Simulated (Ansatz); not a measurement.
How methods differ on BNH2 (SMILES B[N])

BNH2 has 4 atoms, charge 0, and is taken as a triplet. As SMILES, `B[N]`. The coordinates come from a GFN2-xTB relaxation.

```xyz
4

B    -0.0357    0.0066   -0.0239
N     1.0418   -0.1917    0.6977
H    -1.0569   -0.4740    0.3346
H     0.0509    0.6591   -1.0083
```

Quantity: the vertical ionisation energy (to the doublet cation), in eV. The values are calculated.

| level | kind | program | value (eV) | less FCI/STO-3G |
| --- | --- | --- | --- | --- |
| UPBE/STO-3G | GGA | Ansatz | 9.52 | +0.58 |
| UB3LYP/STO-3G | global hybrid | Ansatz | 9.81 | +0.87 |
| U-wB97M-V/STO-3G | range-separated hybrid | Ansatz | 9.69 | +0.75 |
| UB2PLYP/STO-3G | double hybrid | Ansatz | 9.60 | +0.66 |
| UBCCD(T)/STO-3G | coupled cluster or CI | Ansatz | 8.98 | +0.04 |
| UCCSD/STO-3G | coupled cluster or CI | Ansatz | 9.04 | +0.10 |
| UCCSDTQ/STO-3G | coupled cluster or CI | Ansatz | 8.94 | 0.00 |
| FCI/STO-3G | exact in the basis | Ansatz | 8.94 | 0.00 |

FCI/STO-3G is exact within its basis and frozen core, so for wave-function methods in that basis the difference is their error; functionals converge differently with the basis, so for them it is only a difference. The values span 8.94 to 9.81 eV. Spin contamination of the reference (⟨S²⟩ at least 0.1 too high) touches UBCCD(T)/STO-3G, UCCSD/STO-3G, UCCSDTQ/STO-3G. All rows use very small basis sets, so none should be taken for the real molecule's value.
